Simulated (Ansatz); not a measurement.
**LiNH (quartet): from Hartree-Fock to the top rungs at angle Li2–N1–H3 = 101.9°, 6-31G**

Aim: climb from Hartree-Fock through coupled cluster and multireference methods for LiNH (quartet) at one geometry and basis, and see what each rung misses.

The runs use Ansatz 0.2.0, Gaussian basis; 6-31G, core rule «outside noble gas», up to 2 orbitals frozen.

The runs, in order: UHF; CCSD(T) on ROHF; CCSD(T) on UHF; BCCD(T) on ROHF; CISD as a restricted active space (open shells left free, so some higher excitations enter); CCSDT(Q) on ROHF; CCSDT(Q) on UHF; CCSDTQ on ROHF; CCSDTQ on UHF; CASSCF and MRCISD+Q, 5 electrons in 5 orbitals; CASSCF and NEVPT2, 5 electrons in 5 orbitals; Full CI.

24 further runs of the same task are left out: 14 for a known fault of the program, 5 that didn't finish, 5 set aside as unsound or not needed. Runs told in other sessions of the task aren't counted.

## 1. What is computed

The geometry derives from a PBE0/def2-TZVP stationary point (not a proven minimum). One angle is set to the value named; bond lengths are kept.

3 atoms, charge 0, spin multiplicity 4.

Atoms are counted from 1 here; the program's logs count them from 0.

Bond lengths: N1–Li2 2.110 Å, N1–H3 1.035 Å. Angles: Li2–N1–H3 101.9°.

## 2. UHF

in.yaml

```yaml
crystal:
  periodic: [false, false, false]
  atoms:
    - {symbol: N, position_ang: [-0.450163, 0.000000, 0.481094]}
    - {symbol: Li, position_ang: [0.879070, 0.000000, -1.157447]}
    - {symbol: H, position_ang: [0.202074, 0.000000, 1.285104]}
basis:
  gaussian: {orbitals: 6-31G}
magnetization: {spin_polarized: true, initial_magnetization: 3}
hamiltonian: {xc: hf}
output: {orbitals: {seedname: orbitals}}
```

Run with:

```
ansatz run in.yaml --threads 1 --pin off --events-out ev --progress --plain --max-ram 2393MiB
```

After this run come: CCSD(T) on ROHF; CCSD(T) on UHF; BCCD(T) on ROHF; CISD as a restricted active space (open shells left free, so some higher excitations enter); CCSDT(Q) on ROHF; CCSDT(Q) on UHF; CCSDTQ on ROHF; CCSDTQ on UHF; CASSCF and MRCISD+Q, 5 electrons in 5 orbitals; CASSCF and NEVPT2, 5 electrons in 5 orbitals; Full CI.

**Question.** What will the summary of the whole plan be? Wanted: FCI from the RHF energy; RMP2 from FCI; UMP2 from FCI; RCCSD from FCI; RCCSD(T) from FCI; UCCSD(T) from FCI; RCCSDT(Q) from FCI; UCCSDT(Q) from FCI; NEVPT2 pair from FCI.

**Answer**, as computed:

```
                         quantity                                                                                                             value
          FCI from the ROHF energy                                                                                                        -2.0973 eV
                    RMP2 from FCI                                                                                                    +9.82 kcal/mol
                    UMP2 from FCI                                                                                                    +9.06 kcal/mol
                   RCCSD from FCI                                                                                                    +0.59 kcal/mol
                RCCSD(T) from FCI                                                                                                    +0.17 kcal/mol
                UCCSD(T) from FCI                                                                                                    +0.15 kcal/mol
               RCCSDT(Q) from FCI                                                                                                    +0.01 kcal/mol
               UCCSDT(Q) from FCI                                                                                                    -0.02 kcal/mol
             NEVPT2 pair from FCI                                                                                                    +7.31 kcal/mol
           MRCISD+Q pair from FCI                                                                                                    +0.20 kcal/mol
levels within 1 kcal/mol (43 meV)  RCCSD, UCCSD, RCCSD(T), UCCSD(T), BCCD(T), RCCSDT, UCCSDT, RCCSDT(Q), UCCSDT(Q), RCCSDTQ, UCCSDTQ, MRCISD+Q pair
                    T1 diagnostic                                                                                                             0.020
   effectively unpaired electrons                                                                                                              3.01
```

What this shows: RCCSD(T) misses by +0.17 kcal/mol, 0.4 % of the correlation energy. One determinant dominates. Of the multireference levels listed MRCISD+Q pair comes nearest in total energy (+0.20 kcal/mol), which doesn't show that its space is the better one. These misses are within one basis, not against nature; the frozen cores of restricted and unrestricted runs differ, which can shift their rows.

Levels on UHF freeze UHF's core orbitals, full CI those of ROHF, so the U rows can settle a little off it for that reason alone.

With open shells the CI space here admits some higher excitations, so it is larger than plain CISD.
